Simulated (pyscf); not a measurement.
Optimised with ωB97X-D3(BJ)/def2-SVP in PySCF.

### Question
For the elementary gas-phase step Cl–Ta(Cl)(Cl)(Cl)–Cl + SiH₄ → H₃Si–Cl + Cl–TaH(Cl)(Cl)–Cl (singlet surface; Cl–Ta, H–Si broken, Cl–Si, H–Ta formed), what barrier and reaction energy does ωB97M-D3(BJ)/def2-TZVP give, measured from the separated reactants?

### Answer
ΔE‡ = 17.6 kcal/mol, ΔE = +6.2 kcal/mol. Zero-point energy shifts the barrier by +2.0 kcal/mol. It is a four-centre exchange, with an imaginary mode of 275i cm⁻¹. On the reactant side the descent ends in an adduct with a H–Ta contact, 6.9 kcal/mol under the separated species and 19.6 kcal/mol under the saddle at ωB97X-D3(BJ)/def2-TZVP. On the product side the descent ends in an adduct with a Cl–Ta contact, 9.0 kcal/mol under the separated species and 11.7 kcal/mol under the saddle at ωB97X-D3(BJ)/def2-TZVP. What is counted as formed (H–Ta) is already present as a longer contact in the reactant adduct; forming that adduct is a step of its own. What is counted as broken (Cl–Ta) persists as a longer contact in the product adduct; parting that adduct is a step of its own. At ωB97X-D3(BJ)/def2-TZVP the barrier from the zero used here is 12.7 kcal/mol. One saddle was located; it need not be the lowest between these sides. Elements past Kr carry the def2 core potentials, without spin-orbit coupling.
